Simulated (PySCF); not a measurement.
Species: aluminum trihydride, AlH3.
Numbering: `[AlH3:1]` (hydrogens: H2, H3, H4 on Al1)

Cartesian coordinates in Å at the PBE0-D3(BJ)/def2-TZVP level; atoms count from 1:
```xyz
4
AlH3 angstrom
Al     0.0513   -0.0548    0.0364
H     -1.2889   -0.9011   -0.0059
H      0.0630    1.4382   -0.4979
H      1.3779   -0.6962    0.6218
```

The closed-shell ground state was solved at several levels (PySCF, density fitting, gas phase, non-relativistic). Geometry: PBE0-D3(BJ)/def2-TZVP; no solvent, vibrations or thermal averaging. The dipole stays under 0.02 D at every level.

| level | basis functions | total energy (Eh) | HOMO (eV) | LUMO (eV) | gap (eV) |
| --- | --- | --- | --- | --- | --- |
| KT3/pcSseg-2 | 85 | -246.2810 | -7.38 | -2.46 | 4.92 |
| wB97X-D/pcSseg-2 | 85 | -244.2046 | -10.51 | -0.15 | 10.36 |
| CAM-B3LYP/aug-cc-pVTZ | 119 | -244.2064 | -10.00 | -0.94 | 9.06 |
| PBE0/pcSseg-2 | 85 | -244.0840 | -8.57 | -1.78 | 6.79 |
| wB97X-D/aug-cc-pVTZ | 119 | -244.2008 | -10.52 | -0.19 | 10.33 |

Question: Estimate the row for B97-2/pcSseg-2, a basis of 85 functions; the other rows only guide the guess.

Answer: Total energy -244.2155 Eh, HOMO -8.34 eV, LUMO -1.75 eV, gap 6.59 eV.

Question: Over all these levels, which gives the widest orbital gap and which the narrowest?

Answer: wB97X-D/pcSseg-2 (range-separated hybrid) has the widest, 10.36 eV, and KT3/pcSseg-2 (GGA) the narrowest, 4.92 eV. The two share the basis. From the narrowest to the widest the HOMO moves by -3.13 eV and the LUMO by +2.31 eV.

Question: In the pcSseg-2 basis, how does the gap go with the fixed share of exact exchange?

Answer: KT3 (0 %) 4.92 eV; B97-2 (21 %) 6.59 eV; PBE0 (25 %) 6.79 eV. Each rise in the share widens the gap here.

Note: wB97X-D ran without an empirical dispersion term, which enters the total energy and its gradient alone.
